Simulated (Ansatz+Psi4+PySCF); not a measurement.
Results of a calculation; reference values are marked as such.
A run of Ansatz (development build ahead of 0.2.0) on doublet H4O2(+) in separate pieces at this shape:

```yaml
atoms:
  - { symbol: O, position_ang: [0.1193, 0.0000, -3.0000] }
  - { symbol: H, position_ang: [-0.4770, 0.7632, -3.0000] }
  - { symbol: H, position_ang: [-0.4770, -0.7632, -3.0000] }
  - { symbol: O, position_ang: [-0.1193, 0.0000, 3.0000] }
  - { symbol: H, position_ang: [0.4832, -0.7711, 3.0000] }
  - { symbol: H, position_ang: [0.4770, 0.7632, 3.0000] }
```

Its results:

| Property | Result |
| --- | --- |
| Converged | yes |
| Reference energy | -151.70951 hartree |
| Correlation energy | -0.46565 hartree |
| Total energy | -152.17516 hartree |
| Spin squared of the determinant | 0.750 |
| Stability test | minimum among restricted orbitals |

Problem. Which input gives this output? Name the method, the orbitals and the basis set, and write the input.

Solution. ROHF-MP2 in cc-pVTZ.

```yaml
crystal:
  periodic: [false, false, false]
  atoms:
    - { symbol: O, position_ang: [0.11926, 0.0, -3.0] }
    - { symbol: H, position_ang: [-0.47705, 0.76324, -3.0] }
    - { symbol: H, position_ang: [-0.47705, -0.76324, -3.0] }
    - { symbol: O, position_ang: [-0.11926, 0.0, 3.0] }
    - { symbol: H, position_ang: [0.4832, -0.77112, 3.0] }
    - { symbol: H, position_ang: [0.47705, 0.76324, 3.0] }
basis:
  gaussian: { orbitals: cc-pVTZ }
total_charge: 1
magnetization:
  initial_magnetization: 1
hamiltonian:
  xc: hf
correlation:
  method: mp2
  frozen_orbitals: { H: 0, O: 1 }
```

Caution: MP2 on this radical cation hangs on the determinant chosen; another reference gives a lower total.
